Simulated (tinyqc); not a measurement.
Orbital energy against energy difference: ionisation energy by orbital energies and by energy differences in the 6-31g basis, for HF, spin multiplicity 1. Computed by the program tinyqc with PySCF. 

Geometry (angstrom):

| atom | x | y | z |
|---|---|---|---|
| F | 0.0000 | 0.0000 | 0.0000 |
| H | 0.0000 | 0.0000 | 0.8050 |

CCSD(T) difference in the same basis = 15.7515 eV

IP-EOM-CCSD = 15.4505 eV

The cation is unrestricted; errors are against CCSD(T) in this basis, not against experiment.

First vertical ionisation energy (eV):

| method | -e(HOMO) | E(cation) - E | error of -e(HOMO) | error of the difference |
|---|---|---|---|---|
| HF | 17.461 | 14.73874 | 1.710 | -1.013 |
| LDA | 8.578 | 16.59372 | -7.174 | 0.842 |
| PBE | 8.455 | 16.18184 | -7.296 | 0.430 |
| B3LYP | 10.545 | 16.25982 | -5.206 | 0.508 |
| PBE0 | 11.000 | 16.14325 | -4.751 | 0.392 |
| CAM-B3LYP | 12.501 | 16.25210 | -3.250 | 0.501 |
| LC-wPBE | 13.833 | 16.31209 | -1.918 | 0.561 |

Koopmans errs by +1.71 eV and Delta-HF by -1.01 eV: relaxation, 2.72 eV, lowers the value and the missing correlation difference works against it. The PBE level is off by -7.3 eV through the wrong tail of its potential, though its energy difference is off by +0.43 eV; exact exchange deepens the level, and among the orbital energies HF comes closest; among the differences PBE0 does.
